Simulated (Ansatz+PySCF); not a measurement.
Two shapes of doublet C₆H₅.

Shape 1:

```xyz
11

C     1.3970    0.0000    0.0000
C     0.7708    1.2260    0.0000
C    -0.6310    1.2129    0.0000
C    -1.3222    0.0000    0.0000
C    -0.6310   -1.2129    0.0000
C     0.7708   -1.2260    0.0000
H     1.3261    2.1679    0.0000
H    -1.1817    2.1579    0.0000
H    -2.4148    0.0000    0.0000
H    -1.1817   -2.1579    0.0000
H     1.3261   -2.1679    0.0000
```

Shape 2:

```xyz
11

C     1.5087    0.0000    0.0000
C     0.8325    1.3240    0.0000
C    -0.6815    1.3100    0.0000
C    -1.4280    0.0000    0.0000
C    -0.6815   -1.3100    0.0000
C     0.8325   -1.3240    0.0000
H     1.4323    2.3413    0.0000
H    -1.2762    2.3306    0.0000
H    -2.6080    0.0000    0.0000
H    -1.2762   -2.3306    0.0000
H     1.4323   -2.3413    0.0000
```

Basis set: def2-SVP (spherical functions). Correlated methods keep 6 orbitals frozen. Correlation on ROHF uses semicanonical orbitals with singles. Charge 0, multiplicity 2.

Computed with Ansatz (development build ahead of 0.2.0); each method stands on the lowest determinant of its kind that the runs found.

(1) Which shape is lower in energy, and by how much in each method?

Answers

(1)

| method | E(2) − E(1) (eV) |
| --- | --- |
| ROHF | 2.715 |
| UHF | 2.037 |
| ROHF-MP2 | 2.013 |
| UHF-MP2 | 2.723 |

Shape 1 is lower. Caution for ROHF, ROHF-MP2: an unrestricted determinant lies well below. Caution for UHF, UHF-MP2: the unrestricted determinant is a mixture of spin states. Caution for UHF-MP2: another reference gives a lower total.
